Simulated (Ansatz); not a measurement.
Reaction (substitution at a C–C bond): `CC(O)(F)CO` + H₂S → `CC(O)(F)S` + CH₃OH

Computed with Ansatz on PBE0-D4/def2-TZVP structures; ΔE is electronic, products minus reactants. CBS: MP2 limit from def2 TZ/QZ plus the TZ coupled-cluster correction, frozen cores. This one scheme is used for every species. Functionals use def2-TZVPP. B3LYP here is the variant with VWN-RPA as its local correlation; programs differ in this. One conformer a species, not always the lowest.

| level | ΔE (kcal/mol) | difference from CCSD(T)/CBS |
| --- | --- | --- |
| r2SCAN-D4 | 8.4 | -1.0 |
| B3LYP | 7.9 | -1.5 |
| HF/def2-TZVPP | 10.6 | 1.2 |
| MP2/def2-TZVPP | 9.5 | 0.1 |
| CCSD/def2-TZVPP | 10.9 | 1.5 |
| CCSD(T)/def2-TZVPP | 10.4 | 1.0 |
| HF/def2-QZVPP | 10.4 | 1.0 |
| SCS-MP2/def2-QZVPP | 8.9 | -0.5 |
| HF/CBS(def2) | 10.4 | 1.0 |
| MP2/CBS(def2) | 8.5 | -0.9 |
| CCSD(T)/CBS | 9.4 | 0 |

Largest T1 diagnostic among the species: 0.012.

From PBE to PBE0 (25 % exact exchange), in def2-TZVPP and without D4, ΔE moves by +1.4 kcal/mol.
